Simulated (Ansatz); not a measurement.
# One shape, several levels: NH (imidogen)

Aim: a comparison of 6 runs (UHF/3-21G, UHF/6-31+G*, UHF/pcseg-2, UB3LYP/6-31G*, UPBE0/def2-SVP, UCCSDTQ/x2c-SVPall) of NH (imidogen). 

Program for the calculation: Ansatz 0.2.0.

10 further runs of the same task are left out: 2 that didn't finish, 8 set aside as unsound or not needed.

### 1 The molecule

The species is NH (2 atoms), meant as a triplet with charge 0. SMILES: `[NH]`. Geometry: the measured bond length.

Bond lengths: N1–H2 1.036 Å.

### 2 Energy and gradient at UHF/3-21G (run 1)

in.yaml

```yaml
basis:
  gaussian:
    orbitals: 3-21G.json
crystal:
  periodic: [false, false, false]
  atoms:
    - {symbol: "N", position_ang: [0.000000, 0.000000, 0.000000]}
    - {symbol: H, position_ang: [0.000000, 0.000000, 1.036210]}
total_charge: 0
magnetization:
  spin_polarized: true
  initial_magnetization: 2
hamiltonian:
  xc: hf
accuracy: high
output:
  forces: true
  orbitals: {seedname: orbitals}
```

The basis set 3-21G is read from a file made from the Basis Set Exchange's data (not shown).

Launch:

```sh
$ ansatz run in.yaml --threads 1 --pin off --max-ram 2610MiB --events-out events.jsonl --progress --plain --runs-dir runs
```

Log:

```text
Warning: RAYON_NUM_THREADS=1 ignored (pool sized by the plan → 1); use --threads N
Functional definition: HF
  name "HF"
  exchange = exact_x
  correlation = 0
210 factors; integrals over basis functions are off by at most 6.8e-9 eV
mean field evaluation 1: about -1487.1165 eV, gradient 6.7e0 eV
mean field evaluation 2: about -1487.1165 eV, gradient 6.7e0 eV
mean field evaluation 4: about -1487.3505 eV, gradient 4.1e-1 eV
mean field evaluation 8: about -1487.3520 eV, gradient 3.1e-4 eV
mean field -1487.35203820 eV, -54.6591792403 hartree, gradient 9.1e-9 eV, S^2 2.011756; 0 other end points of the search recorded, 0 dependent functions left out
the calculation of the forces begins
reference -1487.35203820 eV, -54.6591792403 hartree; 5, 3 occupied and 6, 8 virtual orbitals, 210 factors
Total energy: -1487.35203820 eV, -54.6591792403 hartree
Atom 0 at     0.000000     0.000000     0.000000 Å, force     0.000000    -0.000000    -0.359778 eV/Å
Atom 1 at     0.000000     0.000000     1.036210 Å, force    -0.000000     0.000000     0.359778 eV/Å
Dipole moment:     0.000000    -0.000000     0.372217 e Å
```

It took 0.06 s on 1 thread of Arm Neoverse V2, shared host.

### 3 Energy and forces at UHF/6-31+G(d) (spherical functions) (run 2)

input.yaml

```yaml
crystal:
  periodic: [false, false, false]
  atoms:
    - {symbol: N, position_ang: [0.000000, 0.000000, 0.000000]}
    - {symbol: H, position_ang: [0.000000, 0.000000, 1.036210]}
basis:
  gaussian:
    orbitals: 6-31+G_st_-spherical.json
magnetization:
  spin_polarized: true
  initial_magnetization: 2
hamiltonian:
  xc: hf
accuracy: high
output:
  forces: true
  orbitals: {seedname: orbitals}
```

The basis set 6-31+G* is read from a file made from the Basis Set Exchange's data (not shown).

Launch:

```sh
$ ansatz run input.yaml --threads 1 --pin off --max-ram 2610MiB --events-out events.jsonl --progress --plain --runs-dir runs
```

Log:

```text
Warning: RAYON_NUM_THREADS=1 ignored (pool sized by the plan → 1); use --threads N
[... 4 set-up lines as earlier in the session ...]
333 factors; integrals over basis functions are off by at most 2.5e-9 eV
mean field evaluation 1: about -1495.1638 eV, gradient 8.1e0 eV
mean field evaluation 2: about -1495.1637 eV, gradient 8.1e0 eV
mean field evaluation 4: about -1495.5578 eV, gradient 6.6e-1 eV
mean field evaluation 8: about -1495.5618 eV, gradient 4.6e-8 eV
mean field -1495.56182852 eV, -54.9608834698 hartree, gradient 2.7e-8 eV, S^2 2.015730; 0 other end points of the search recorded, 0 dependent functions left out
the calculation of the forces begins
reference -1495.56182852 eV, -54.9608834698 hartree; 5, 3 occupied and 15, 17 virtual orbitals, 333 factors
Total energy: -1495.56182852 eV, -54.9608834698 hartree
Atom 0 at     0.000000     0.000000     0.000000 Å, force    -0.000000     0.000000     0.576670 eV/Å
Atom 1 at     0.000000     0.000000     1.036210 Å, force     0.000000     0.000000    -0.576670 eV/Å
Dipole moment:    -0.000000    -0.000000     0.380263 e Å
```

It took 0.1 s on 1 thread of Arm Neoverse V2, shared host.

Run 3 isn't shown in full; the table further down has it.

### 4 Energy and forces at UB3LYP/6-31G(d) (Cartesian functions) (run 4)

run.yaml

```yaml
crystal:
  periodic: [false, false, false]
  atoms:
    - symbol: "N"
      position_ang: [0.000000, 0.000000, 0.000000]
    - symbol: H
      position_ang: [0.000000, 0.000000, 1.036210]
basis:
  gaussian: {orbitals: "6-31G*"}
magnetization: {spin_polarized: true, initial_magnetization: 2}
hamiltonian: {xc: {name: B3LYP}}
accuracy: high
output: {forces: true, orbitals: {seedname: orbitals}}
```

Launch:

```sh
$ ansatz run run.yaml --threads 1 --pin off --max-ram 2610MiB --events-out events.jsonl --progress --plain --runs-dir runs
```

Log (excerpt; [...] marks lines left out):

```text
Warning: RAYON_NUM_THREADS=1 ignored (pool sized by the plan → 1); use --threads N
Functional definition: B3LYP
  name "B3LYP"
[...]
272 factors; integrals over basis functions are off by at most 2.6e-9 eV
[...]
mean field -1502.59492010 eV, -55.2193448183 hartree, gradient 2.6e-8 eV, S^2 2.004926; 0 other end points of the search recorded, 0 dependent functions left out
[...]
reference -1502.59493621 eV, -55.2193454103 hartree; 5, 3 occupied and 12, 14 virtual orbitals, 272 factors
Total energy: -1502.59493621 eV, -55.2193454103 hartree
Atom 0 at     0.000000     0.000000     0.000000 Å, force    -0.000000     0.000000    -0.438122 eV/Å
Atom 1 at     0.000000     0.000000     1.036210 Å, force     0.000000    -0.000000     0.438122 eV/Å
Dipole moment:     0.000000     0.000000     0.333162 e Å
```

It took 0.48 s on 1 thread of Arm Neoverse V2, shared host.

Run 5 isn't shown in full; the table further down has it.

### 5 Energy and forces at UCCSDTQ/x2c-SVPall (sfX2C) (run 6)

molecule.yaml

```yaml
crystal:
  periodic: [false, false, false]
  atoms:
    - {symbol: N, position_ang: [0.000000, 0.000000, 0.000000]}
    - {symbol: H, position_ang: [0.000000, 0.000000, 1.036210]}
basis:
  gaussian:
    orbitals: x2c-SVPall.json
magnetization:
  spin_polarized: true
  initial_magnetization: 2
hamiltonian:
  pseudopotentials:
    relativity: scalar
correlation:
  method: ccsdtq
  electrons: outside_noble_gas
output:
  forces: true
  orbitals: {seedname: orbitals}
```

The basis set x2c-SVPall is read from a file made from the Basis Set Exchange's data (not shown).

Launch:

```sh
$ ansatz run molecule.yaml --threads 1 --pin off --max-ram 2610MiB --events-out events.jsonl --progress --plain --runs-dir runs
```

Log:

```text
Warning: RAYON_NUM_THREADS=1 ignored (pool sized by the plan → 1); use --threads N
[... 11 lines left out ...]
1 core orbitals not correlated: weight in the atoms' cores, before any rotation towards them, 1.000 or more for the frozen orbitals, at most 0.000 for the correlated occupied ones
[... 17 lines left out ...]
Total energy: -1498.46538228 eV, -55.0675871025 hartree
[... 3 lines left out ...]
Dipole moment:    -0.000000    -0.000000     0.332620 e Å
```

Wall time 1.9 min (1 thread of Arm Neoverse V2, shared host); peak memory 2 GiB.

### 6 All runs side by side

```csv
run,level,Cartesian functions,accuracy,energy (Eh),dipole moment (D),HOMO energy (eV),LUMO energy (eV),wall time
1,UHF/3-21G,no,high,-54.659179,1.79,-12.94,5.13,0.06 s
2,UHF/6-31+G* (spherical functions),no,high,-54.960883,1.83,-13.80,2.26,0.1 s
3,UHF/pcseg-2,no,high,-54.980205,1.70,-13.82,2.75,0.24 s
4,UB3LYP/6-31G* (Cartesian functions),yes,high,-55.219345,1.60,-8.98,-2.59,0.48 s
5,UPBE0/def2-SVP,no,high,-55.111318,1.61,-9.47,-1.92,0.48 s
6,UCCSDTQ/x2c-SVPall (sfX2C),no,medium,-55.067587,1.60,-13.56,4.27,1.9 min
```

### 7 Results

| quantity | value |
| --- | --- |
| run 6: total energy | -55.06759 Eh |
| run 6: dipole moment (correlated density) | 1.60 D |
| run 6: HOMO energy (Hartree–Fock orbitals) (highest over α and β) | -13.56 eV |
| run 6: LUMO energy (Hartree–Fock orbitals) (lowest over α and β) | 4.27 eV |
| run 6: correlation energy (1 core orbital frozen) | -124.2 mEh |
| run 6: ⟨S²⟩ of the reference determinant | 2.015 |
| run 6: T1 diagnostic | 0.008 |
| run 6: largest force on an atom | 0.509 eV/Å |

In words: The dipole moment (its size) runs from 1.60 D (UCCSDTQ/x2c-SVPall) to 1.83 D (UHF/6-31+G*). The two ends differ in method and basis and Hamiltonian. Totals of different functionals can't be ranked against each other. All runs together took 1.9 min, the longest 1.9 min.
